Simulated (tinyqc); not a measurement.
Inside a calculation. Method: G0W0 on RHF in the sto-3g basis, for H2O, spin multiplicity 1. One step of it, computed by the program tinyqc.

Question. Iteration 1: diagonalisation and new density. Diagonalise F' = X^T F X, C = X C', fill 5 alpha and 5 beta electrons from the bottom; D = 2 C_occ C_occ^T. Each column has its largest component positive (the first on a tie).

Fock matrix F (hartree), lower triangle:
```
             1O 1s      1O 2s     1O 2px     1O 2py     1O 2pz      2H 1s      3H 1s
1O 1s   -19.965987
1O 2s    -5.129168  -2.292136
1O 2px    0.000000   0.000000  -0.255538
1O 2py    0.001396   0.009846   0.000000  -0.347430
1O 2pz   -0.034852  -0.187769   0.000000   0.006604  -0.337222
2H 1s    -1.293188  -1.069327   0.000000  -0.383907  -0.352225  -0.601656
3H 1s    -1.424111  -1.138558   0.000000   0.393208  -0.363706  -0.489922  -0.662335
```

X, lower triangle:
```
            1O 1s      1O 2s    1O 2px     1O 2py     1O 2pz      2H 1s     3H 1s
1O 1s    1.024433
1O 2s   -0.146618   1.300977
1O 2px   0.000000   0.000000  1.000000
1O 2py   0.000665  -0.013379  0.000000   1.135304
1O 2pz  -0.011530   0.135006  0.000000  -0.005349   1.065328
2H 1s    0.022584  -0.316325  0.000000  -0.252386  -0.155770   1.240939
3H 1s    0.023608  -0.355121  0.000000   0.269020  -0.170230  -0.107720  1.276042
```

Give: F' = X^T F X; orbital energies; coefficients C; D after iteration 1.

Answer.

F' = X^T F X (hartree), lower triangle:
```
          1        2        3        4        5        6       7
1  -19.5765
2   -2.7244  -0.9476
3    0.0000   0.0000  -0.2555
4    0.0004  -0.0114   0.0000  -0.0071
5   -0.0559   0.0778   0.0000  -0.0026  -0.1882
6   -0.2063  -0.5693   0.0000  -0.4939  -0.2995   0.0662
7   -0.2479  -0.6226   0.0000   0.5107  -0.3190  -0.1681  0.0834
```

orbital energies (hartree): MO1 -19.9766, MO2 -1.1852, MO3 -0.6031, MO4 -0.3343, MO5 -0.2555, MO6 0.6832, MO7 0.8463

coefficients C:
```
            MO1      MO2      MO3      MO4     MO5      MO6      MO7
1O 1s    0.9935  -0.2160  -0.0034   0.1120  0.0000  -0.1571   0.0352
1O 2s    0.0303   0.7187   0.0204  -0.5321  0.0000   1.0443  -0.2588
1O 2px   0.0000   0.0000   0.0000   0.0000  1.0000   0.0000   0.0000
1O 2py  -0.0004  -0.0088   0.6325   0.0014  0.0000   0.1937   0.9937
1O 2pz   0.0056   0.1801  -0.0015   0.8334  0.0000   0.6759  -0.1505
2H 1s   -0.0071   0.2107   0.4281   0.1739  0.0000  -0.9926  -0.7049
3H 1s   -0.0079   0.2288  -0.4144   0.1688  0.0000  -0.6675   1.0816
```

D after iteration 1, lower triangle:
```
          1O 1s    1O 2s  1O 2px   1O 2py  1O 2pz    2H 1s   3H 1s
1O 1s    2.0924
1O 2s   -0.3696   1.6020
1O 2px   0.0000   0.0000  2.0000
1O 2py  -0.0009   0.0115  0.0000   0.8004
1O 2pz   0.1202  -0.6277  0.0000  -0.0028  1.4542
2H 1s   -0.0691   0.1347  0.0000   0.5383  0.3644   0.5158
3H 1s   -0.0738   0.1318  0.0000  -0.5278  0.3650  -0.1995  0.5052
```
